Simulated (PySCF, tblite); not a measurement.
# FH3NSi radical, a cluster model of a defect (Si site with back bonds F, [H], [H]): EPR parameters

What EPR parameters should one expect for `[NH][SiH2]F`? It is drawn as: nitrogen radical.

Computed with tblite 0.8.0 and PySCF 2.14.0; each step states its level. No surroundings beyond the atoms listed, unless a continuum is named. Atoms count from 0, parts from 1.

## (1) Starting point

6 atoms, charge 0, multiplicity 2; geometry: distance geometry start.

## (2) Relaxing the cluster with GFN2-xTB

What the job is given:

```
{"job": {"kind": "relax", "xc": "GFN2-xTB", "basis": "xTB"}, "charge": 0, "multiplicity": 2}
Si    -0.145881     0.551345     0.428066
F      0.964518     0.271944     1.636427
N     -0.426451    -0.993331    -0.489904
H      0.333156     1.531723    -0.467085
H     -1.392800     0.971583     1.005759
H      0.313110    -1.544184    -0.974986
```

With the program's defaults for keys left out, this is: GFN2-xTB geometry optimisation, gas phase.

Launch:

```sh
$ OMP_NUM_THREADS=1 python cluster_run.py task.json out
```

The driver reads the jobs from task.json and runs them one after another.

Output:

```text
step      E/eV     max force
  0    -296.25342    3.253
  1    -296.48224    1.777
  2    -296.56528    1.616
  3    -296.59264    0.570
  4    -296.59912    0.271
  5    -296.60940    0.434
  6    -296.61576    0.494
  7    -296.62780    0.406
  8    -296.64114    0.489
  9    -296.65407    0.351
 10    -296.65876    0.178
 11    -296.66079    0.132
 12    -296.66321    0.180
 13    -296.66588    0.232
 14    -296.67022    0.283
 15    -296.67516    0.376
 16    -296.67967    0.248
 17    -296.68199    0.301
 18    -296.68385    0.217
 19    -296.68574    0.181
 20    -296.68838    0.173
 21    -296.69071    0.148
 22    -296.69406    0.145
 23    -296.69494    0.222
 24    -296.69544    0.070
 25    -296.69564    0.055
 26    -296.69610    0.059
 27    -296.69631    0.063
 28    -296.69659    0.053
 29    -296.69672    0.038
 30    -296.69687    0.027
 31    -296.69694    0.028
 32    -296.69697    0.020
 33    -296.69699    0.013
 34    -296.69703    0.024
 35    -296.69706    0.025
 36    -296.69709    0.014
 37    -296.69709    0.004
```

Run time: 0.26 s. Hardware: 1 thread of Arm Neoverse V2, shared host.

Step by step: (not every step is listed)

```csv
step,energy from step 0 (eV),largest force (eV/Å)
0,0.0000,3.2522
1,-0.2288,1.7762
2,-0.3119,1.6163
3,-0.3392,0.5698
4,-0.3457,0.2709
5,-0.3560,0.4336
6,-0.3623,0.4940
7,-0.3744,0.4056
8,-0.3877,0.4897
10,-0.4053,0.1780
12,-0.4098,0.1794
14,-0.4168,0.2838
16,-0.4262,0.2485
18,-0.4304,0.2170
20,-0.4350,0.1733
22,-0.4406,0.1444
24,-0.4420,0.0699
26,-0.4427,0.0590
28,-0.4432,0.0526
30,-0.4434,0.0266
32,-0.4436,0.0206
33,-0.4436,0.0132
34,-0.4436,0.0240
35,-0.4436,0.0252
36,-0.4437,0.0136
37,-0.4437,0.0046
```

Distances of close pairs at the start and the end, largest changes first:

```
  bond  before (Å)  after (Å)  change (Å)
Si0–N2       1.819      1.667      -0.151
Si0–H3       1.411      1.462      +0.050
Si0–F1       1.665      1.617      -0.048
 N2–H5       1.042      1.007      -0.035
Si0–H4       1.437      1.462      +0.025
```

## (3) Geometry optimisation at PBE0-D3(BJ)/def2-SVP

What the job is given:

```
{"job": {"xc": "PBE0", "basis": "def2-SVP", "d3": "d3bj", "grid": 2, "kind": "geom", "shake": 0.01}, "charge": 0, "multiplicity": 2}
Si    -0.038939     0.341083     0.158320
F      1.008263     0.183927     1.347838
N     -0.292871    -0.914507    -0.903082
H      0.466324     1.523461    -0.598285
H     -1.322660     0.626979     0.834193
H      0.200924    -1.792949    -0.862074
```

Output:

```text
step   0  E = -445.38956568  max force = 0.037881
step   1  E = -445.39287122  max force = 0.008739
step   2  E = -445.39397332  max force = 0.002476
step   3  E = -445.39403165  max force = 0.001399
step   4  E = -445.39405855  max force = 0.001079
step   5  E = -445.39406568  max force = 0.000602
step   6  E = -445.39406794  max force = 0.000211
optimisation converged
```

Wall time 14 s (1 thread of Arm Neoverse V2, shared host); peak memory 0.33 GiB.

Relaxation path:

```csv
step,energy from step 0 (eV),largest force component (eV/Å)
0,0.0000,1.9479
1,-0.0899,0.4494
2,-0.1199,0.1273
3,-0.1215,0.0719
4,-0.1223,0.0555
5,-0.1225,0.0310
6,-0.1225,0.0109
```

Distances of close pairs at the start and the end, largest changes first:

```
  bond  before (Å)  after (Å)  change (Å)
Si0–N2       1.664      1.737      +0.073
Si0–F1       1.593      1.627      +0.034
 N2–H5       1.009      1.026      +0.018
Si0–H4       1.479      1.488      +0.010
Si0–H3       1.492      1.488      -0.004
```

The final coordinates are the input of the step that follows.

| at the end point | value |
| --- | --- |
| point group (found at 0.08 Å tolerance) | Cs |
| rotational constants (GHz, main isotopes) | 24.041, 7.171, 5.922 |
| dipole moment (D) | 0.39 |
| ⟨S²⟩ | 0.754 |

## (4) EPR parameters: B3LYP/IGLO-III+pcH-1

What the job is given:

```
{"job": {"kind": "epr"}, "charge": 0, "multiplicity": 2}
Si    -0.077081     0.361690     0.219837
F      1.035522     0.074532     1.371331
N     -0.339448    -0.951584    -0.886134
H      0.391611     1.524845    -0.580927
H     -1.374603     0.629185     0.897807
H      0.202122    -1.812847    -0.750973
```

Method: UKS B3LYP, IGLO-III on F N Si, pcH-1 on H, non-relativistic, mean-field spin-orbit, GIAO.

Output:

```text
UKS, coarse grid
  cycle   1  E = -445.93661400  |g| = 4.53e-01
  cycle   2  E = -445.81743067  |g| = 7.88e-01
  cycle   3  E = -446.00807669  |g| = 4.83e-02
  cycle   4  E = -446.00848796  |g| = 4.10e-02
  cycle   5  E = -446.00918813  |g| = 7.60e-03
  cycle   6  E = -446.00922382  |g| = 1.86e-03
  cycle   7  E = -446.00922746  |g| = 6.08e-04
UKS, final grid
  cycle   1  E = -446.00935855  |g| = 5.97e-04
  cycle   2  E = -446.00935842  |g| = 8.76e-04
  cycle   3  E = -446.00935873  |g| = 1.05e-04
  cycle   4  E = -446.00935873  |g| = 3.86e-05
  cycle   5  E = -446.00935873  |g| = 3.10e-05
  cycle   6  E = -446.00935874  |g| = 2.66e-06
E = -446.00935874 Eh   <S^2> = 0.7539 (exact 0.7500)
g shifts (ppm)      1          2          3
  rmc          -187       -187       -187
  gc            -10         39         36
  oz_so         122       1801       7108
  total         -75       1652       6956
hyperfine (MHz)  atom isotope    a_iso     a_fc   dipolar eigenvalues
    0  29Si      61.24      61.35     -2.89     -0.16      3.05
    1   19F     -21.17     -21.12     -1.77     -0.24      2.01
    2   14N      27.40      27.30    -41.00    -40.18     81.19
    3    1H      90.62      90.62     -4.12     -2.09      6.20
    4    1H      91.56      91.55     -4.13     -2.06      6.20
    5    1H     -56.99     -57.15    -50.51     -8.06     58.57
```

Run time: 11 s. Hardware: 1 thread of Arm Neoverse V2, shared host; peak memory 0.43 GiB.

Principal g values 2.00224, 2.00397, 2.00928; g(iso) = 2.00516, against 2.00232 for a free electron.

Hyperfine couplings; where a row names several nuclei, a(iso) is their mean (it holds for fast rotation or exchange) and the dipolar term the largest among them:

```
nuclei  isotope  a(iso) (MHz)  a(iso) (G, at g = 2.0023)  largest dipolar term (MHz)
H3, H4       1H          91.1                       32.5                         6.2
   Si0     29Si          61.2                       21.9                         3.1
    H5       1H         -57.0                      -20.3                        58.6
    N2      14N          27.4                        9.8                        81.2
    F1      19F         -21.2                       -7.6                         2.0
```

Mulliken spin populations:

```csv
atom,value (e)
Si0,-0.04
F1,0.00
N2,0.99
H3,0.05
H4,0.05
H5,-0.04
```

In first order the couplings over 0.8 MHz of 1H, 14N, 19F give 36 distinct lines over 112.5 G, if the averaged nuclei exchange fast.

Orbitals, density, ELF and potential are computed afterwards from the orbital file.

ELF in a plane through or near 4 of the atoms.

Ten even steps from ' ' (0.00) to '@' (1.00):
```
                                                        
                                                        
                                                        
                                                        
            ..::--====::                                
            ==**######**::                              
          ::++##%%@@@@%%==..    ......                  
          ..++##@@@@@@%%**--....----::..                
          ..==##%%--++**%%--  ....====::                
          ::##%%@@++--%%%%..**++--..--::                
        ..**@@@@@@%%####**..**##::  ..                  
        ..##@@@@@@##++--::::::::====::                  
          ::%%%%##--..  ..==##%%%%##**::                
            ......      --**%%**--%%##--..              
                        --**%%%%%%%%**--..              
                        ..--++****++==..                
                          ....::::::..                  
                                                        
                                                        
                                                        
```
The map spans 9.1 Å across and 8.3 Å up, centred on the molecule. Atoms in the plane (x, y in Å): Si0 (0.4, 0.0), F1 (0.7, -1.6), N2 (-1.2, 0.5), H5 (-2.0, -0.2).

log10 of the density (e/Å³) in the same plane.

Ten even steps from '0' (-4.0) to '9' (1.8):
```
0000000000000000000000000000
0000000000000000000000000000
0000000000000000000000000000
0000001122221111111000000000
0000112233333222222110000000
0001123344444333333221000000
0001234455655444444332100000
0011234567776555555432110000
0012335679976666665433210000
0012345677776799765433210000
0012345677666689755433110000
0011235565555666665432100000
0001223444445677776432100000
0000112333345679976432100000
0000001112234577776432100000
0000000001224456654322000000
0000000000123344443211000000
0000000000001222222100000000
0000000000000011110000000000
0000000000000000000000000000
```
The map spans 9.1 Å across and 8.3 Å up, centred on the molecule. Atoms in the plane (x, y in Å): Si0 (0.4, 0.0), F1 (0.7, -1.6), N2 (-1.2, 0.5), H5 (-2.0, -0.2).

On the surface of density 0.002 e/bohr³ the electrostatic potential runs, from the 1st to the 99th percentile, from -1.24 V near N2 to 1.84 V near H5.

The spin density lies nearest to N2 80 %; H5 8 %.

## (5) g tensor and hyperfine couplings: BHandHLYP/IGLO-III+pcH-1

Settings changed since step 4:

```diff
@@ -1,2 +1,2 @@
-{"job": {"kind": "epr"}, "charge": 0, "multiplicity": 2}
+{"job": {"kind": "epr", "xc": "BHandHLYP"}, "charge": 0, "multiplicity": 2}
 Si    -0.077081     0.361690     0.219837
```

Level: UKS BHandHLYP, IGLO-III on F N Si, pcH-1 on H, non-relativistic, mean-field spin-orbit, GIAO.

Output:

```text
UKS, coarse grid
  cycle   1  E = -445.84624189  |g| = 4.10e-01
  cycle   2  E = -445.84812456  |g| = 4.89e-01
  cycle   3  E = -445.91744909  |g| = 3.66e-02
  cycle   4  E = -445.91864173  |g| = 2.10e-02
  cycle   5  E = -445.91894313  |g| = 7.87e-03
  cycle   6  E = -445.91900523  |g| = 2.40e-03
  cycle   7  E = -445.91901379  |g| = 9.85e-04
UKS, final grid
  cycle   1  E = -445.91909950  |g| = 6.95e-04
  cycle   2  E = -445.91909973  |g| = 6.11e-04
  cycle   3  E = -445.91909990  |g| = 1.52e-04
  cycle   4  E = -445.91909995  |g| = 5.28e-05
  cycle   5  E = -445.91909995  |g| = 1.05e-05
E = -445.91909995 Eh   <S^2> = 0.7551 (exact 0.7500)
g shifts (ppm)      1          2          3
  rmc          -190       -190       -190
  gc            -12         39         35
  oz_so         133       1733       7866
  total         -68       1582       7712
hyperfine (MHz)  atom isotope    a_iso     a_fc   dipolar eigenvalues
    0  29Si      66.81      66.92     -3.00     -0.23      3.23
    1   19F     -22.66     -22.60     -1.53     -0.57      2.10
    2   14N      36.47      36.36    -41.24    -40.35     81.60
    3    1H      71.59      71.58     -4.06     -2.43      6.49
    4    1H      72.41      72.40     -4.08     -2.41      6.49
    5    1H     -66.42     -66.59    -52.38     -8.45     60.83
```

Wall time 9.8 s (1 thread of Arm Neoverse V2, shared host); peak memory 0.44 GiB.

In short: g(iso) 2.00539.

## (6) Side by side: EPR parameters

g, ⟨S²⟩ and isotropic hyperfine couplings (MHz), with basis size and wall time:

```
                     run   g(iso)   ⟨S²⟩  1H H3 (mean)  29Si Si0  1H H5  14N N2  19F F1  functions   time
    B3LYP/IGLO-III+pcH-1  2.00516  0.754          91.1      61.2  -57.0    27.4   -21.2        144   11 s
BHandHLYP/IGLO-III+pcH-1  2.00539  0.755          72.0      66.8  -66.4    36.5   -22.7        144  9.8 s
```

## (7) What came out

| quantity | value |
| --- | --- |
| point group | Cs |
| rotational constants (main isotopes) | 24.04, 7.17, 5.92 GHz |
| g(iso) (B3LYP) | 2.00516 |
| ⟨S²⟩ | 0.754 (exact 0.75) |
| largest a(iso) (averaged by class) | 1H on H3, H4, 91.1 MHz |
| surface potential, 1st and 99th percentile | -1.24 V and 1.84 V |

In words: Over 6 steps the energy fell by 0.123 eV; of the close pairs, Si0–N2 changed most, 1.664 to 1.737 Å (PBE0/def2-SVP). No frequency check was run at this level, so the end point may be a saddle. N2 carries the largest spin population, 0.99 e. The isotropic g lies 2.8 ppt above the free-electron value. The coupling of 1H on H3 runs from 72.0 (BHandHLYP/IGLO-III+pcH-1) to 91.1 MHz (B3LYP/IGLO-III+pcH-1).
